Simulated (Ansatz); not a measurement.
Reaction (SMILES): [PH2] (PH2) → [PH2-] (an electron is taken up)
B3LYP-D3(BJ)/def2-TZVP geometries, fixed; electronic energies without zero-point terms; positive where energy is released.

Energies in hartree at B3LYP with Ansatz (a quantum-chemistry and plane-wave program); the adiabatic electron affinity is their sum with the coefficients shown, times 27.2114 eV a hartree. All functions are spherical. Open shells are unrestricted. No added dispersion term, no relativity.

```
species      coefficient   part  aug-cc-pV(D+d)Z  aug-cc-pV(T+d)Z  aug-cc-pV(Q+d)Z
-----------  -----------  -----  ---------------  ---------------  ---------------
[PH2] (PH2)           +1  B3LYP       -342.53016       -342.54352       -342.54675
[PH2-]                -1  B3LYP       -342.57574       -342.58930       -342.59250
```

Question: Predict the adiabatic electron affinity in aug-cc-pV(5+d)Z (X = 5): let each B3LYP step shrink by the ratio of the last two. Compare with the run.

Answer: 
- [PH2] (PH2): steps -0.01336 and -0.00323, ratio 0.242, so B3LYP -342.54753 (run: -342.54983).
- [PH2-]: steps -0.01356 and -0.00320, ratio 0.236, so B3LYP -342.59326 (run: -342.59570).
Predicted 1.244 eV; the run in aug-cc-pV(5+d)Z gives 1.248, a miss of -0.004. Keeping the value in aug-cc-pV(Q+d)Z, 1.245, would miss by -0.003. All sums are of the energies as printed.
